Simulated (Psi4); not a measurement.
# AlNH3 (SMILES [NH2][AlH]) at U-wB97X-D/def2-TZVPD (density fitting with cc-pvdz-jkfit, sweep point 2)

What is the vertical ionisation energy of AlNH3 at U-wB97X-D/def2-TZVPD (density fitting with cc-pvdz-jkfit, sweep point 2)? The job is set up through a Python script.

The calculation is run with Psi4 1.11.

2 further runs of the same task are left out: 2 set aside as unsound or not needed.

## (1) The structure to begin with

AlNH3 has 5 atoms, charge 0, and is taken as a doublet. SMILES: `[NH2][AlH]`. The shape is that of a PBE0-D4/def2-TZVP optimisation. This is one conformer, not always the lowest.

Bond lengths: N1–Al2 1.774 Å, N1–H3 1.007 Å, N1–H4 1.009 Å, Al2–H5 1.604 Å. Angles: N1–Al2–H5 115.7°, Al2–N1–H3 125.4°, Al2–N1–H4 124.3°, H3–N1–H4 110.2°.

## (2) A single-point energy at U-wB97X-D/def2-TZVPD (density fitting with cc-pvdz-jkfit, sweep point 2)

alh3n.py

```python
import psi4

psi4.set_memory('1600 MB')
psi4.set_num_threads(1)
psi4.set_output_file('run.log', False)

molecule = psi4.geometry("""
0 2
N     -0.22034207    -1.24873102     0.33089104
Al     1.58094488     1.57584262     0.22827892
H      0.28062433    -2.84460474     1.23871547
H     -1.90919030    -1.47927761    -0.52421003
H      0.36244947     3.85768691    -1.35191007
units bohr
symmetry c1
""")

options = {'basis': 'def2-TZVPD', 'reference': 'uks', 'puream': True, 'scf_type': 'df', 'dft_radial_points': 99, 'dft_spherical_points': 590, 'df_basis_scf': 'cc-pvdz-jkfit', 'maxiter': 150}
psi4.set_options(options)

e_tot, wfn = psi4.energy('WB97X-D', molecule=molecule, return_wfn=True)
print(f'total energy {e_tot:.8f} hartree = {e_tot * 27.211386:.5f} eV')
for k, v in sorted(psi4.core.scalar_variables().items()):
    print(f'{k:45s} {v:18.10f}')
```

On the command line:

```sh
$ python alh3n.py
```

run.log:

```text
[...]
  Running in c1 symmetry.
[...]
  Nuclear repulsion =   46.235092004163874
[...]
  Multiplicity = 2
[...]
  Nalpha       = 12
  Nbeta        = 11
[...]
    Number of basis functions: 107
[...]
   @DF-UKS iter   1:  -298.71739477814958   -4.68476e-01   7.46096e-03 ADIIS/DIIS
[...]
   @DF-UKS iter   9:  -298.97405881065731   -6.96787e-08   4.25879e-07 DIIS
[...]
   @S^2 Observed:                7.519365147E-01
[...]
    Orbital Energies [Eh]
    ---------------------
    Alpha Occupied:
       1A    -56.164327     2A    -14.406449     3A     -4.238169
       4A     -2.779951     5A     -2.777379     6A     -2.773308
       7A     -0.926150     8A     -0.565199     9A     -0.525247
      10A     -0.419571    11A     -0.349898    12A     -0.265219
    Alpha Virtual:
      13A      0.024576    14A      0.053211    15A      0.071570
      16A      0.101857    17A      0.113004    18A      0.114669
      19A      0.115960    20A      0.139284    21A      0.147448
      22A      0.176346    23A      0.183079    24A      0.223467
      25A      0.227818    26A      0.233337    27A      0.268812
[...]
  @DF-UKS Final Energy:  -298.97405881065731
   => Energetics <=
    Nuclear Repulsion Energy =             46.2350920041638744
    One-Electron Energy =                -505.3619912775082526
    Two-Electron Energy =                 179.1441566337391009
    DFT Exchange-Correlation Energy =     -18.9907044016561670
    Empirical Dispersion Energy =          -0.0006117693958410
    VV10 Nonlocal Energy =                  0.0000000000000000
    Total Energy =                       -298.9740588106573114
[...]
 Multipole Moments:
 ------------------------------------------------------------------------------------
     Multipole            Electronic (a.u.)      Nuclear  (a.u.)        Total (a.u.)
 ------------------------------------------------------------------------------------
 L = 1.  Multiply by 2.5417464519 to convert [e a0] to [Debye]
 Dipole X            :          2.1541932           -2.2703034           -0.1161102
 Dipole Y            :          1.1608194           -1.5586141           -0.3977947
 Dipole Z            :          0.7498066           -0.6584655            0.0913411
 Magnitude           :                                                    0.4243411
[...]
```

The script printed:

```text
total energy -298.97405881 hartree = -8135.49852 eV
CURRENT ENERGY                                   -298.9740588107
CURRENT REFERENCE ENERGY                         -298.9740588107
DD SOLVATION ENERGY                                 0.0000000000
DFT FUNCTIONAL TOTAL ENERGY                      -298.9734470413
DFT TOTAL ENERGY                                 -298.9740588107
DFT VV10 ENERGY                                     0.0000000000
DFT XC ENERGY                                     -18.9907044017
DISPERSION CORRECTION ENERGY                       -0.0006117694
GRID ELECTRONS ALPHA                               12.0000000270
GRID ELECTRONS BETA                                11.0000000323
GRID ELECTRONS TOTAL                               23.0000000593
NUCLEAR REPULSION ENERGY                           46.2350920042
ONE-ELECTRON ENERGY                              -505.3619912775
PCM POLARIZATION ENERGY                             0.0000000000
PE ENERGY                                           0.0000000000
SCF ITERATION ENERGY                             -298.9740588107
SCF ITERATIONS                                      9.0000000000
SCF TOTAL ENERGY                                 -298.9740588107
TWO-ELECTRON ENERGY                               179.1441566337
WB97X-D DISPERSION CORRECTION ENERGY               -0.0006117694
XC GRID RADIAL POINTS                              99.0000000000
XC GRID SPHERICAL POINTS                          590.0000000000
XC GRID TOTAL POINTS                           281988.0000000000
```

Run time: 13 s. Hardware: 1 thread of Intel Xeon Platinum 8559C (Emerald Rapids), shared host; peak memory 1.1 GiB.

## (3) The singlet cation, same level

job.py

```python
import psi4

psi4.set_memory('1600 MB')
psi4.set_num_threads(1)
psi4.core.set_output_file('run.log', False)

m = psi4.geometry("""
1 1
N     -0.22034207    -1.24873102     0.33089104
Al     1.58094488     1.57584262     0.22827892
H      0.28062433    -2.84460474     1.23871547
H     -1.90919030    -1.47927761    -0.52421003
H      0.36244947     3.85768691    -1.35191007
units bohr
symmetry c1
""")

psi4.set_options({
    'reference': 'rks',
    'puream': True,
    'scf_type': 'df',
    'dft_radial_points': 99,
    'dft_spherical_points': 590,
    'df_basis_scf': 'cc-pvdz-jkfit',
})

result = psi4.energy("wb97x-d/def2-TZVPD", molecule=m)
print(f'total energy {result:.8f} hartree = {result * 27.211386:.5f} eV')
```

On the command line:

```sh
$ python job.py
```

run.log:

```text
[...]
  Running in c1 symmetry.
[...]
  Nuclear repulsion =   46.235092004163874
[...]
  Multiplicity = 1
[...]
  Nalpha       = 11
  Nbeta        = 11
[...]
    Number of basis functions: 107
[...]
   @DF-RKS iter   1:  -298.44664930516620   -1.97730e-01   7.14345e-03 DIIS/ADIIS
[...]
   @DF-RKS iter   8:  -298.68945648134127   -1.37918e-07   6.67561e-07 DIIS
[...]
    Orbital Energies [Eh]
    ---------------------
    Doubly Occupied:
       1A    -56.480490     2A    -14.627580     3A     -4.549349
       4A     -3.089974     5A     -3.089722     6A     -3.081555
       7A     -1.138191     8A     -0.772949     9A     -0.750732
      10A     -0.652717    11A     -0.563382
[...]
  @DF-RKS Final Energy:  -298.68945648134127
   => Energetics <=
    Nuclear Repulsion Energy =             46.2350920041638744
    One-Electron Energy =                -499.3300264020243731
    Two-Electron Energy =                 173.2699218215569488
    DFT Exchange-Correlation Energy =     -18.8638321356418963
    Empirical Dispersion Energy =          -0.0006117693958410
    VV10 Nonlocal Energy =                  0.0000000000000000
    Total Energy =                       -298.6894564813412103
[...]
 Multipole Moments:
 ------------------------------------------------------------------------------------
     Multipole            Electronic (a.u.)      Nuclear  (a.u.)        Total (a.u.)
 ------------------------------------------------------------------------------------
 L = 1.  Multiply by 2.5417464519 to convert [e a0] to [Debye]
 Dipole X            :          3.3152600           -2.2703034            1.0449566
 Dipole Y            :          2.0906769           -1.5586141            0.5320629
 Dipole Z            :          1.0341303           -0.6584655            0.3756648
 Magnitude           :                                                    1.2313201
[...]
```

On the terminal:

```text
total energy -298.68945648 hartree = -8127.75409 eV
```

Wall time 8.1 s (1 thread of Intel Xeon Platinum 8559C (Emerald Rapids), shared host); peak memory 1.1 GiB.

## (4) Summary of results

Level: U-wB97X-D/def2-TZVPD (density fitting with cc-pvdz-jkfit, sweep point 2).

```
                                          quantity          value
                       doublet AlNH3: total energy  -298.97406 Eh
                      doublet AlNH3: dipole moment         1.08 D
 doublet AlNH3: HOMO energy (highest over α and β)       -7.22 eV
  doublet AlNH3: LUMO energy (lowest over α and β)       -0.90 eV
                  doublet AlNH3: dispersion energy   -1.61 kJ/mol
                               doublet AlNH3: ⟨S²⟩          0.752
                      singlet cation: total energy  -298.68946 Eh
                       singlet cation: HOMO energy      -15.33 eV
                       singlet cation: LUMO energy       -8.02 eV
                     singlet cation: HOMO–LUMO gap        7.31 eV
                 singlet cation: dispersion energy   -1.61 kJ/mol
vertical ionisation energy (to the singlet cation)       7.744 eV
```

**Reading.** The vertical ionisation energy comes to 7.74 eV (747 kJ/mol). Only the singlet of the ionised species was computed; a triplet could lie lower.
